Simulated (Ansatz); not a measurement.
# SiCl (sextet): the correlation ladder, cc-pVTZ

Aim: climb from Hartree-Fock through coupled cluster and multireference methods for SiCl (sextet) at one geometry and basis, and see what each rung misses.

Computed with Ansatz 0.2.0, Gaussian basis. Level: cc-pVTZ, core rule «outside noble gas», up to 10 orbitals frozen.

Plan: UHF; CCSD(T) on ROHF; CCSD(T) on UHF; BCCD(T) on ROHF; CISD; CCSDT(Q) on ROHF; CCSDT(Q) on UHF; CASSCF and MRCISD+Q, 11 electrons in 8 orbitals; CASSCF and MRCISD+Q(relaxed), 11 electrons in 8 orbitals; CASSCF and NEVPT2, 11 electrons in 8 orbitals.

7 further runs of the same task are left out: 4 for a known fault of the program, 3 set aside as unsound or not needed.

**1. What is computed**

The geometry is a PBE0/def2-TZVP stationary point (not a proven minimum) of the parent state, kept for this charge and spin.

2 atoms, charge 0, spin multiplicity 6.

Atoms are counted from 1 here; the program's logs count them from 0.

Bond lengths: Si1–Cl2 2.058 Å.

**2. UHF**

in.yaml reads:

```yaml
crystal:
  periodic: [false, false, false]
  atoms:
    - {symbol: Si, position_ang: [0.000000, 0.000000, 0.000000]}
    - {symbol: Cl, position_ang: [0.000000, 0.000000, 2.057900]}
basis:
  gaussian: {orbitals: cc-pVTZ}
magnetization: {spin_polarized: true, initial_magnetization: 5}
hamiltonian: {xc: hf}
output: {orbitals: {seedname: orbitals}}
```

The run is started by

```sh
ansatz run in.yaml --threads 1 --pin off --events-out ev --progress --plain --max-ram 4096MiB --backend cpu
```

After this run come: CCSD(T) on ROHF; CCSD(T) on UHF; BCCD(T) on ROHF; CISD; CCSDT(Q) on ROHF; CCSDT(Q) on UHF; CASSCF and MRCISD+Q, 11 electrons in 8 orbitals; CASSCF and MRCISD+Q(relaxed), 11 electrons in 8 orbitals; CASSCF and NEVPT2, 11 electrons in 8 orbitals.

**Question.** What will the summary of the whole plan be? Wanted: UCCSDT(Q) below the RHF energy; RMP2 from UCCSDT(Q); UMP2 from UCCSDT(Q); RCCSD from UCCSDT(Q); RCCSD(T) from UCCSDT(Q); UCCSD(T) from UCCSDT(Q); RCCSDT(Q) from UCCSDT(Q); NEVPT2 valence from UCCSDT(Q); MRCISD+Q valence from UCCSDT(Q).

**Answer**, as computed:

| quantity | value |
| --- | --- |
| UCCSDT(Q) below the RHF energy | -6.8103 eV |
| RMP2 from UCCSDT(Q) | +1076.2 meV |
| UMP2 from UCCSDT(Q) | +1113.5 meV |
| RCCSD from UCCSDT(Q) | +286.1 meV |
| RCCSD(T) from UCCSDT(Q) | +42.2 meV |
| UCCSD(T) from UCCSDT(Q) | +39.3 meV |
| RCCSDT(Q) from UCCSDT(Q) | +4.2 meV |
| NEVPT2 valence from UCCSDT(Q) | +1783.4 meV |
| MRCISD+Q valence from UCCSDT(Q) | +153.6 meV |
| MRCISD+Q(relaxed) valence from UCCSDT(Q) | +131.3 meV |
| levels within 1 kcal/mol (43 meV) | RCCSD(T), UCCSD(T), BCCD(T), RCCSDT, UCCSDT, RCCSDT(Q) |
| T1 diagnostic | 0.020 |
| effectively unpaired electrons | 5.00 |

**Reading.** RCCSD(T) lands +42.2 meV from the yardstick (0.6 % of the correlation energy). One determinant dominates. Of the multireference levels listed MRCISD+Q(relaxed) valence comes nearest in total energy (+131.3 meV), which doesn't show that its space is the better one. These misses are within one basis, not against nature; the frozen cores of restricted and unrestricted runs differ, which can shift their rows.
